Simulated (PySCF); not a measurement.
## Carbon: a sound run and one with changed settings

Sound run: C [He] 2s2 2p2, C⁺ [He] 2s2 2p1. Computed with PySCF 2.14 in x2c-TZVPall (5s3p2d1f, 31 functions), with scalar relativity by spin-free X2C-1e. In the sound run the correlated levels freeze 1s2. The sound run starts from symmetry-adapted Hartree-Fock orbitals and uses a fine grid where one is needed.

Changed run: initial guess minao, at most 50 SCF cycles.

```tsv
species	method	sound run (hartree)	changed run (hartree)	converged
C	UHF	-37.70744	-37.70744	yes
C	PBE	-37.81146	-37.81146	yes
C	CCSD(T)	-37.79599	-37.79599	yes
C⁺	BP86	-37.43664	-37.43664	yes
C⁺	MP2	-37.36059	-37.36059	yes
```

Here the plain start reaches the same solutions.
